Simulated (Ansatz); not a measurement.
Start from `C=C(C=O)CC` and change one atom or group to get `C=C(C)C=O`.

Ansatz, PBE0-D4/def2-TZVP geometries, multiplicity 1. Each molecule was computed in one conformer, which needn't be the lowest.

```tsv
property	`C=C(C=O)CC`
HOMO–LUMO gap (PBE/def2-TZVPP) / eV	3.13
LUMO energy (B3LYP/def2-TZVPP) / eV	-1.94
HOMO–LUMO gap (B3LYP/def2-TZVPP) / eV	5.31
LUMO energy (PBE0/def2-TZVPP) / eV	-1.71
size of the dipole moment (PBE/def2-TZVPP) / D	2.72
HOMO–LUMO gap (ωB97M-V/def2-TZVPP) / eV	10.38
```

Problem. Give the same properties after the change, and the shifts. (Best estimate.)

Solution. Computed: 
```csv
property,`C=C(C)C=O`,shift
HOMO–LUMO gap (PBE/def2-TZVPP) / eV,3.16,0.03
LUMO energy (B3LYP/def2-TZVPP) / eV,-1.93,0.01
HOMO–LUMO gap (B3LYP/def2-TZVPP) / eV,5.35,0.04
LUMO energy (PBE0/def2-TZVPP) / eV,-1.70,0.01
size of the dipole moment (PBE/def2-TZVPP) / D,2.78,0.06
HOMO–LUMO gap (ωB97M-V/def2-TZVPP) / eV,10.45,0.07
```

The zero-point energy changes by -75.9 kJ/mol with -9 modes. Dipoles are sizes alone; their direction can turn.

B3LYP here is the variant with VWN-RPA as its local correlation; programs differ in this.
